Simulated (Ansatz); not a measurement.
**BH+ (doublet): the correlation ladder, def2-QZVPP**

One table from this session's results is given with a row withheld; the runs are named, their logs left out.

Method: def2-QZVPP, core rule «outside noble gas», up to 1 orbitals frozen; program: Ansatz 0.2.0, Gaussian basis.

The runs, in order: UHF; ROHF; CCSD(T) on UHF.

2 further runs of the same task are left out: 2 set aside as unsound or not needed.

## The geometry

The geometry is a PBE0/def2-TZVP stationary point (not a proven minimum) of the parent state, kept for this charge and spin.

2 atoms, charge 1, spin multiplicity 2.

Atoms are counted from 1 here; the program's logs count them from 0.

Bond lengths: B1–H2 1.241 Å.

Geometry (Å):

```xyz
2
BH
B     0.0000    0.0000    0.0000
H     0.0000    0.0000    1.2410
```

The first run:

Contents of in.yaml:

```yaml
crystal:
  periodic: [false, false, false]
  atoms:
    - {symbol: B, position_ang: [0.000000, 0.000000, 0.000000]}
    - {symbol: H, position_ang: [0.000000, 0.000000, 1.241044]}
basis:
  gaussian: {orbitals: "def2-QZVPP.json"}
total_charge: 1
magnetization: {spin_polarized: true, initial_magnetization: 1}
hamiltonian: {xc: hf}
output: {orbitals: {seedname: orbitals}}
```

Launch:

```console
> ansatz run in.yaml --threads 1 --pin off --events-out ev --progress --plain --max-ram 2393MiB
```

Steps of the session up to this table: UHF; ROHF; CCSD(T) on UHF.

One table of the session follows, with a row left open; its other results are not shown here.

```
  method  from UCCSD(T) (meV)
    ROHF              +1520.9
     UHF              +1480.0
    UMP2               +368.8
   UCCSD                    ?
UCCSD(T)                    0
```

**Question.** Estimate the row for UCCSD.

As computed: from UCCSD(T) (meV): +21.6. In the column «from UCCSD(T) (meV)» it lies between UCCSD(T) (0) and UMP2 (+368.8).
